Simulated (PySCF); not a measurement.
# Nitrogen: a sound run and one with changed settings

Sound run: N [He] 2s2 2p3, N+ [He] 2s2 2p2. All numbers are calculated (PySCF 2.14, the spin-free X2C one-electron Hamiltonian (Gaussian nucleus), in x2c-SVPall (3s2p1d, 14 functions)). In the sound run the correlated levels freeze 1s2. The sound run starts from symmetry-adapted Hartree-Fock orbitals and uses a fine grid where one is needed.

A second run was set up differently.

| species | method | sound run (hartree) | changed run (hartree) | converged |
| --- | --- | --- | --- | --- |
| N | MP2 | -54.43508 | -54.43684 | yes |
| N | CCSD(T) | -54.45068 | -54.45230 | yes |
| N+ | MP2 | -53.90413 | -53.90577 | yes |
| N+ | CCSD(T) | -53.92629 | -53.92775 | yes |

Ionisation energy of N:

```csv
method,sound run (eV),changed run (eV)
UHF,14.030,14.030
MP2,14.448,14.451
SCS-MP2,14.237,14.239
CCSD,14.273,14.277
CCSD(T),14.269,14.274
```

Task: What was changed?
A. all electrons correlated in a valence basis
B. level shift left on
C. a valence shell is frozen
D. too few SCF iterations

Result: A. A valence basis has no tight correlating functions, so it recovers only part of the core correlation, and not evenly between atom and ion.
